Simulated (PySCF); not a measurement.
# Electron affinity of B by level of theory

B⁻ [He] 2s2 2p2 (3P) → B [He] 2s2 2p1 (2P), as a difference of total energies. Computed with PySCF 2.14 in aug-cc-pVDZ (4s3p2d, 23 functions), with no relativity, point nucleus. Correlated levels: valence: 1s2 frozen. The calculations carry no spin-orbit coupling.

```tsv
method	electron affinity (eV)
UHF	-0.300
LDA	0.717
PBE	0.597
PBE0	0.468
r2SCAN	0.578
M06-L	0.286
B2PLYP	0.240
B3LYP	0.451
LC-wPBE	0.403
MP2 (valence)	0.144
SCS-MP2 (valence)	0.008
```

Errors of the correlated levels include the incompleteness of this basis and the frozen core.

A negative affinity means that the anion lies above the atom at that level of theory.

In the anion the highest occupied orbital energy is positive at LDA, PBE, PBE0, r2SCAN, M06-L, B2PLYP, B3LYP, a self-interaction effect; the basis confines that electron, and the energy difference can still be sensible.

For comparison: 0.280 eV (measured; photodetachment measurements, as compiled on the Wikipedia data page of electron affinities).
